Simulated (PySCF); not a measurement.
propane (C3H8), SMILES CCC.

Coordinates come from a ωB97X-D3(BJ)/def2-SVP optimisation.

Two levels are set side by side: TDA-PBE/def2-SVPD (PySCF) and TDA-B3LYP/def2-SVPD (PySCF). Vertical, same geometry. The lowest singlet is HOMO→LUMO 100 % with PBE and HOMO→LUMO 99 % with the other functional; states are paired by order. Differences are taken from unrounded values.

```tsv
quantity	TDA-PBE
lowest singlet excitation (eV)	7.91
lowest triplet excitation (TDA) (eV)	7.72
first bright state (f over 0.05) (eV)	8.94
its oscillator strength	0.08
```

Task: These are the TDA-PBE values. What does TDA-B3LYP give? (The exact figures need the calculation; the answer reports its results.)

Result: 
```json
[
 {"quantity": "lowest singlet excitation (eV)", "TDA-B3LYP": "8.47", "TDA-PBE minus TDA-B3LYP": "-0.56"},
 {"quantity": "lowest triplet excitation (TDA) (eV)", "TDA-B3LYP": "8.26", "TDA-PBE minus TDA-B3LYP": "-0.53"},
 {"quantity": "first bright state (f over 0.05) (eV)", "TDA-B3LYP": "9.51", "TDA-PBE minus TDA-B3LYP": "-0.57"},
 {"quantity": "its oscillator strength", "TDA-B3LYP": "0.11", "TDA-PBE minus TDA-B3LYP": "-0.04"}
]
```

Functionals without exact exchange tend to place singlet excitations lower, as here. Differences between two approximate levels are no errors against the true value.

Rough cost on one machine, each run with all the roots and properties that it gave: TDA-B3LYP against TDA-PBE within a factor of 2.
